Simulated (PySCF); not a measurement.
Computed and published core binding energies of `CP(C)C`

Measured values to reproduce (core binding energies): P 2p3/2 of P2 135.76 eV [1]; P 2p3/2 of P2 135.93 eV [2]; C 1s of C1/C3/C4 290.13 eV [1]; C 1s of C1/C3/C4 290.30 eV [2]; P 1s of P2 2149.90 eV [4]. Sources and the comparison follow the method.

Compound: C₃H₉P.
Atom-mapped SMILES: `[CH3:1][P:2]([CH3:3])[CH3:4]`

Geometry (PBE0-D3(BJ)/def2-TZVP, Å), atoms numbered from 1 in this order:
```xyz
13
C3H9P angstrom
C     -0.5672    1.4769    0.4201
P     -0.1246   -0.2207    0.9717
C      1.5760   -0.3252    0.2797
C     -1.0265   -1.1910   -0.3043
H     -0.3715    1.6308   -0.6455
H      0.0056    2.2084    0.9940
H     -1.6262    1.6588    0.6147
H      1.6099   -0.0519   -0.7793
H      1.9553   -1.3428    0.3947
H      2.2380    0.3403    0.8378
H     -0.8031   -0.8474   -1.3192
H     -0.7574   -2.2458   -0.2208
H     -2.1017   -1.1081   -0.1321
```

Computed with PySCF 2.14.0, delta-SCF UKS SCAN, pcX-3 on the ionised atom, pcseg-2 elsewhere, spin-free X2C. Each binding energy is the total energy of the core-ionised species, with the hole localised on one atom, minus that of the ground state; both are solved self-consistently, so orbital relaxation is included.

| atom | environment | level | this calculation (eV) | reference (eV) | difference (eV) | source |
| --- | --- | --- | --- | --- | --- | --- |
| P2 | phosphine phosphorus | P 2p3/2 | 135.78 | 135.76 | +0.02 | [1] |
| P2 | phosphine phosphorus | P 2p3/2 | 135.78 | 135.93 | -0.15 | [2] |
| C1/C3/C4 | sp3 carbon bound to phosphorus | C 1s | 290.21 | 290.13 | +0.08 | [1] |
| C1/C3/C4 | sp3 carbon bound to phosphorus | C 1s | 290.21 | 290.30 | -0.09 | [2] |
| P2 | phosphine phosphorus | P 1s | 2149.46 | 2149.87 | -0.41 | [3] |
| P2 | phosphine phosphorus | P 1s | 2149.46 | 2149.90 | -0.44 | [4] |

[1] measured, gas; Perry, Schaaf, Jolly, LBL-3517 (X-ray photoelectron spectroscopic study of charge distributions in tetracovalent compounds of nitrogen and phosphorus, 1975) Note: scanned preprint of the 1970s; energy scale about 0.17 eV below the 1984 compilation; uncertainty about 0.05 eV.
[2] measured, gas; Beach, A photoelectron spectroscopic study of bonding in inorganic and organometallic compounds, PhD thesis, LBL 1985
[3] computed, ΔMP2, cc-pCVQZ:cc-pVQZ, with the paper's relativistic correction, gas; Besley, J. Chem. Theory Comput. 2021, 17, 3644 (DFT calculations of core-electron binding energies at the K-edge of heavier elements)
[4] measured, gas; Besley, J. Chem. Theory Comput. 2021, 17, 3644 (DFT calculations of core-electron binding energies at the K-edge of heavier elements)

How far is it from the measured entries?

Over the 5 different measured values (3 distinct lines) the mean signed difference is -0.12 eV, the mean unsigned one 0.16 eV and the largest 0.44 eV; the computed references in the table aren't counted. The calculation is vertical and has no vibrational structure, and measured positions depend on the energy calibration.

The first atom of each set that the bonding makes equivalent was ionised and stands for the set. Spin–orbit coupling isn't in the SCF: each 2p doublet comes from a relaxed spin-free hole plus a matrix of the shell (mean-field spin–orbit coupling and the ground-state 2p splitting), with 2p3/2 averaged over its two sublevels. 2p1/2 minus 2p3/2 (ligand field included): P 0.90 eV. Isolated species at its PBE0-D3(BJ)/def2-TZVP geometry, gas phase.
